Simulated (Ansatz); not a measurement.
This geometry of C$_{3}$H$_{4}$FN (9 atoms, charge 0, multiplicity 1) is a first-order saddle point.

The calculation used Ansatz 0.2.0, RKS BLYP/def2-SVP.

```xyz
9
Properties=species:S:1:pos:R:3
N -0.512 0.695 -1.144
C 0.080 -0.290 -0.261
F 0.642 -1.307 -1.054
C -0.494 -0.667 1.050
C 0.661 -0.010 1.073
H -0.179 0.533 -2.102
H -0.231 1.644 -0.872
H -1.324 -1.112 1.615
H 1.445 0.466 1.679
```

(1) Which two structures does it join? (They come from a converged band through this point; their orientation in space is the band's.)

(2) How far does it lie above each of them?

Answers

(1) No bond is made or broken. The dihedral H7–N1–C2–F3 goes from -58 to -173°.

Initial state:

```xyz
9
Properties=species:S:1:pos:R:3
N -0.391 0.899 -1.016
C 0.138 -0.159 -0.217
F 0.847 -1.117 -1.009
C -0.512 -0.680 1.010
C 0.604 0.006 1.181
H -1.012 0.508 -1.739
H 0.376 1.361 -1.526
H -1.334 -1.263 1.442
H 1.372 0.399 1.857
```

Final state:

```xyz
9
Properties=species:S:1:pos:R:3
N -0.456 0.576 -1.267
C 0.108 -0.326 -0.295
F 0.699 -1.376 -1.007
C -0.510 -0.609 1.019
C 0.673 -0.003 1.048
H 0.263 0.854 -1.950
H -0.802 1.427 -0.810
H -1.360 -1.017 1.579
H 1.474 0.428 1.664
```

(2) 13.1 kJ/mol above the first and 2.6 kJ/mol above the second. This is the barrier of this one path; another mechanism may lie lower.

The run took 2.3 min on 1 thread of Intel(R) Xeon(R) Platinum 8259CL CPU @ 2.50GHz (Skylake/Cascade Lake) (shared host), peak memory 0.26 GiB.
